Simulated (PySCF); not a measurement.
Structure problem from calculated spectra and properties.

Formula: C3H9P.

- Rotational structure: rotational constants A, B, C: 5.840, 5.833, 3.747 GHz [PBE0-D3(BJ)/def2-TZVP]
- NMR, other nuclei: isotropic shieldings of nuclei other than C and H, by class: 384 (1 P) ppm [GIAO B97-2/pcSseg-2]
- 1H NMR: chemical shifts (computed TMS as zero) by class: 0.92 (9 H) ppm [GIAO B97-2/pcSseg-2]
- 13C NMR: chemical shifts (computed TMS as zero) by class: 19.5 (3 C) ppm [GIAO B97-2/pcSseg-2]
- Dipole: 1.28 D [B97-2/pcSseg-2]
- XPS: P2p3/2 135.8, C1s 290.2 (×3), P1s 2149.5 eV [ΔSCF SCAN, pcX-3 on the ionised atom, pcseg-2 elsewhere, spin-free X2C, 2p3/2 from a spin–orbit splitting computed afterwards within the 2p shell]

Electronic properties: PySCF, gas phase, density fitting. Levels stand in brackets. Geometry: PBE0-D3(BJ)/def2-TZVP; no solvent, vibrations or thermal averaging. NMR classes are plain means over equivalent atoms (diastereotopic ones count apart unless rotation or inversion swaps them), as if these changed places fast.

Q: Give a SMILES that accounts for the data.

A: Numbering: `[CH3:1][P:2]([CH3:3])[CH3:4]`. 3 carbons fall into 1 class: sp3 carbon bound to phosphorus [C1/C3/C4] (19.5 ppm, 3 C). All hydrogens form one class (0.92 ppm): methyl hydrogen. The other shieldings belong to: 384 ppm, phosphine phosphorus [P2]. The core levels belong to: P2p3/2 135.8 eV, phosphine phosphorus [P2]; C1s 290.2 eV, sp3 carbon bound to phosphorus [C1/C3/C4]; P1s 2149.5 eV, phosphine phosphorus [P2]. The optimised geometry has point group C3v and is an oblate symmetric top (the spread among constants that symmetry makes equal is optimisation noise). Structure: `CP(C)C`. The assignments are read from this structure; whether some other isomer fits the data as well wasn't checked.
